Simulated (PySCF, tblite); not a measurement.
Compound: C5H7F.
SMILES: `CC1=C[C@]1(C)F`

Jobs on this species (13 atoms, 46 electrons) with PySCF (density fitting) and tblite. Hardware of each: Intel Xeon at 2.50 GHz, one thread (shared host). Times come from a shared host and carry two figures at best.

Problem. Rank these jobs by wall time, shortest first.
A. GFN2-xTB; Hessian by finite differences
B. PBE0/pcSseg-1; shieldings, ring-centre shieldings, charges and field gradients, density and orbital grids written; 137 basis functions
C. B3LYP/pcJ-1; spin–spin couplings from 13 perturbed nuclei, spin–dipole term for 1 of them; 232 basis functions

Solution. A (0.7 s), B (42 s), C (69 s).

All jobs:

```
level and settings                                                                                                work  basis functions  SCF cycles  wall time
          GFN2-xTB                                                                       Hessian by finite differences                –           –      0.7 s
     PBE0/pcSseg-1  shieldings, ring-centre shieldings, charges and field gradients, density and orbital grids written              137          13       42 s
       B3LYP/pcJ-1                        spin–spin couplings from 13 perturbed nuclei, spin–dipole term for 1 of them              232          13       69 s
```

Problem. What do all jobs in the table cost together?

Solution. About 1.9 min; the longest takes about 62 % of that, and about 99 times as long as the shortest.
